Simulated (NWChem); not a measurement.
Molecule: C2H3F; SMILES C(=C)F

```xyz
6

C     -0.2278     1.1744     0.0000
C      0.4260     0.0209     0.0000
F     -0.1908    -1.1561     0.0000
H     -1.3194     1.2040     0.0000
H      0.3315     2.1102     0.0000
H      1.5163    -0.0813     0.0000
```
Atoms are numbered in this order, from 1.

Computed with NWChem. Pople sets run with spherical d functions. Coordinates come from a PBE0/def2-SVP optimisation. B3LYP is NWChem's, with the RPA form of VWN correlation.

**Question.** Order these by “highest occupied level (eV)”, lowest first: B3LYP/aug-cc-pVTZ; B3LYP/3-21G; B3LYP/STO-3G.

**Answer.** B3LYP/aug-cc-pVTZ (-7.52), B3LYP/3-21G (-7.02), B3LYP/STO-3G (-4.56)
